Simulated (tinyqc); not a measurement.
Worked calculation (part 2 of 2): ROHF in the sto-3g basis, for LiH, spin multiplicity 3. Computed by tinyqc, a small Python program that keeps every step (integrals from PySCF). Command: `OMP_NUM_THREADS=1 python tinyqc.py 26300 26301 out.jsonl` (the two numbers bound the seeds that draw the settings). One thread of a shared host (Intel(R) Xeon(R) Processor @ 2.60GHz), about 0.08 s of CPU time with the checks.

Geometry (angstrom):
```
atom        x        y        z
Li    0.00000  0.00000  0.00000
H     0.00000  0.00000  1.42100
```

## Convergence

Stop when the energy changes by less than 1e-08 hartree and every element of the error matrix X^T (F D S - S D F) X is below 3e-05.

Course of the cycle:
```
iteration  E (hartree)     change  largest element of the error matrix
1           -8.1901154          -                             1.12e-01
2           -7.6735064   5.17e-01                             2.49e-01
3           -7.7406044  -6.71e-02                             7.78e-02
4           -7.7527516  -1.21e-02                             2.39e-02
5           -7.7536442  -8.93e-04                             4.45e-04
6           -7.7536453  -1.09e-06                             1.53e-04
7           -7.7536453  -7.45e-08                             1.42e-05
8           -7.7536453  -9.21e-10                             9.00e-07
```

PySCF ROHF in the same basis = -7.7536453 hartree

Converged in 8 iterations.

## Populations, bond orders and dipole

D(alpha) after iteration 8, order 1Li 1s, 1Li 2s, 1Li 2px, 1Li 2py, 1Li 2pz, 2H 1s:
```
[[1.05514, -0.20271, 0.00000, 0.00000, 0.08518, -0.07206],
 [-0.20271, 0.88459, 0.00000, 0.00000, -0.39772, -0.03989],
 [0.00000, 0.00000, 0.00000, 0.00000, 0.00000, 0.00000],
 [0.00000, 0.00000, 0.00000, 0.00000, 0.00000, 0.00000],
 [0.08518, -0.39772, 0.00000, 0.00000, 0.23308, 0.21741],
 [-0.07206, -0.03989, 0.00000, 0.00000, 0.21741, 0.73868]]
```

D(beta) after iteration 8, order 1Li 1s, 1Li 2s, 1Li 2px, 1Li 2py, 1Li 2pz, 2H 1s:
```
[[0.98239, 0.03196, 0.00000, 0.00000, 0.00324, 0.00496],
 [0.03196, 0.00104, 0.00000, 0.00000, 0.00011, 0.00016],
 [0.00000, 0.00000, 0.00000, 0.00000, 0.00000, 0.00000],
 [0.00000, 0.00000, 0.00000, 0.00000, 0.00000, 0.00000],
 [0.00324, 0.00011, 0.00000, 0.00000, 0.00001, 0.00002],
 [0.00496, 0.00016, 0.00000, 0.00000, 0.00002, 0.00003]]
```

overlap S, order 1Li 1s, 1Li 2s, 1Li 2px, 1Li 2py, 1Li 2pz, 2H 1s:
```
[[1.00000, 0.24114, 0.00000, 0.00000, 0.00000, 0.09718],
 [0.24114, 1.00000, 0.00000, 0.00000, 0.00000, 0.43990],
 [0.00000, 0.00000, 1.00000, 0.00000, 0.00000, 0.00000],
 [0.00000, 0.00000, 0.00000, 1.00000, 0.00000, 0.00000],
 [0.00000, 0.00000, 0.00000, 0.00000, 1.00000, 0.54132],
 [0.09718, 0.43990, 0.00000, 0.00000, 0.54132, 1.00000]]
```

Mulliken: Z minus the diagonal of D S on the atom; Loewdin: the same with S^(1/2) D S^(1/2); Mayer order: 2 sum_s sum (D(s) S)_ij (D(s) S)_ji over the two atoms.

Charges (e):
```
atom  Mulliken   Loewdin  Mulliken spin
1Li   -0.16760  -0.25468        1.16877
2H     0.16760   0.25468        0.83123
```

Mayer bond orders:
```
pair    order
2-1   0.28097
```

dipole moment about the origin, x y z (debye): [0.00000, 0.00000, 4.01066]
